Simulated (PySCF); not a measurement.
Coordinates in bohr (charge 0 multiplicity 1):
```
S     0.0000    0.0000   -1.0751
F     2.3391    0.0000    0.9060
F    -2.3391    0.0000    0.9060
```

Method: BP86/[S def2-TZVP, F def2-TZVP], no relativity, density fitting, PySCF.

This geometry of SF2 is a stationary point at this level.

What is the point group?

C2v.

Is it a minimum?

Yes: all harmonic wavenumbers are real.

Which band is strongest in the infrared?

765 cm⁻¹ (b2), 141 km/mol.

Give the atomic charges and bond orders.


| atom | Mulliken | Löwdin | polar tensor | Mayer order to S1 |
| --- | --- | --- | --- | --- |
| S1 | 0.36 | 0.28 | 0.89 | – |
| F2,3 | -0.18 | -0.14 | -0.44 | 1.05 |
